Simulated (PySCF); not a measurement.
## Electric properties by functional and basis

C4H8.
InChI=1S/C4H8/c1-3-4-2/h3-4H,1-2H3/b4-3-

PySCF, dipoles from the SCF density, polarisabilities from static response with core orbitals frozen. Geometry: PBE0-D3(BJ)/def2-SVP; no solvent, vibrations or thermal averaging.

Question: How do dipole and polarisability depend on functional and basis here?

Answer: 

| level | μ (D) | error (%) | α (Å³) | anisotropy (Å³) |
| --- | --- | --- | --- | --- |
| LDA/def2-SVPD | 0.283 | +10.2 | 8.11 | 3.71 |
| PBE/def2-SVPD | 0.262 | +1.9 | 7.98 | 3.69 |
| B3LYP/def2-SVPD | 0.248 | -3.7 | 7.83 | 3.60 |
| PBE0/def2-SVPD | 0.256 | -0.5 | 7.75 | 3.57 |
| BHandHLYP/def2-SVPD | 0.242 | -5.9 | 7.62 | 3.54 |
| CAM-B3LYP/def2-SVPD | 0.246 | -4.4 | 7.73 | 3.53 |
| wB97X-D/def2-SVPD | 0.262 | +2.1 | 7.73 | 3.48 |
| LC-wPBE/def2-SVPD | 0.243 | -5.3 | 7.52 | 3.41 |
| HF/def2-SVPD | 0.240 | -6.5 | 7.48 | 3.54 |
| PBE0/6-31G* | 0.181 | -29.7 | 6.39 | 3.99 |
| PBE0/6-31+G* | 0.243 | -5.4 | 7.23 | 3.67 |
| PBE0/def2-SVP | 0.244 | -5.0 | 6.69 | 3.94 |
| PBE0/aug-cc-pVDZ | 0.270 | +5.1 | 7.94 | 3.59 |
| PBE0/def2-TZVP | 0.241 | -6.4 | 7.52 | 3.82 |
| PBE0/def2-TZVPD | 0.266 | +3.5 | 7.92 | 3.58 |

Reference dipole: 0.257 D (measured, gas; NIST CCCBDB Release 22 (SRD 101), experimental dipoles). Reference dipole: 0.300 D (measured, unstated (gas or solution; conformer average); Muller, Mokrushina, Arlt, J. Chem. Eng. Data 57 (2012) 1231, supporting information). Errors are taken against the first value of each kind. The anisotropy is √(½[(α1 − α2)² + (α2 − α3)² + (α3 − α1)²]). For the dipole, the smallest error is 0.5% (PBE0/def2-SVPD) and the largest 29.7% (PBE0/6-31G*). The dipole runs from 0.18 D (PBE0/6-31G*) to 0.28 D (LDA/def2-SVPD). No reference polarisability is at hand; against PBE0 in the largest diffuse basis at hand (def2-TZVPD) the other PBE0 rows deviate by 6-31G* -19%, 6-31+G* -9%, def2-SVP -15%, def2-SVPD -2%, aug-cc-pVDZ 0%, def2-TZVP -5%. In one basis (def2-SVPD) the functionals order the polarisability from HF (lowest) to LDA (highest), a spread of 8%. With PBE0 the polarisability is 6.87 Å³ without diffuse functions (mean of 6-31G*, def2-SVP and def2-TZVP) and 7.71 Å³ with them (mean of 6-31+G*, def2-SVPD, aug-cc-pVDZ and def2-TZVPD). Measured values can belong to vibrating molecules and may average over conformers; the computed ones are for one fixed geometry.
